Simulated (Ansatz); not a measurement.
**Worked example: correlation energy of GaH⁻, quartet**

Geometry: a point of a stretch scan, not a stationary point.

```yaml
atoms:
  - { symbol: Ga, position_ang: [0.0000, 0.0000, 0.0000] }
  - { symbol: H, position_ang: [0.0000, 0.0000, 5.4140] }
```

Basis aug-cc-pVDZ; Ansatz 0.2.0. Only valence electrons are correlated (noble-gas cores and the filled d shells of p-block atoms frozen), which leaves 5 electrons in 31 orbitals. R marks a restricted (for open shells ROHF) determinant. No spin–orbit coupling is included, and no scalar relativity.

Full CI is exact within this basis and frozen core; it isn't the basis-set limit.

Runs differ by some tens of microhartree through their thresholds and, for an open shell, their frozen cores, so steps under 0.03 kcal/mol mean nothing.

| level | total energy (hartree) |
| --- | --- |
| RHF | -1923.688589 |
| RMP2 | -1923.730774 |
| RCCSD | -1923.746076 |
| RCCSD(T) | -1923.747728 |
| RCCSDT | -1923.748349 |
| RCCSDT(Q) | -1923.748411 |
| full CI | -1923.748430 |

What is the correlation energy at full CI, and what share of it do RMP2 and RCCSD recover?

E(corr) = -1923.748430 − (-1923.688589) = -0.059841 hartree = -1.628 eV. RMP2: -0.042185 / -0.059841 = 70.50 %. RCCSD: -0.057487 / -0.059841 = 96.07 %.

By how many kcal/mol does RCCSD(T) miss full CI (1 hartree = 627.509 kcal/mol), and which steps make up the rest?

-1923.747728 − (-1923.748430) = 0.000702 hartree = 0.44 kcal/mol. Steps: RCCSDT − RCCSD(T) = -0.39, RCCSDT(Q) − RCCSDT = -0.04, full CI − RCCSDT(Q) = -0.01 kcal/mol. That is within 1 kcal/mol of the reference in this basis, which itself misses far more of the correlation at the basis-set limit.
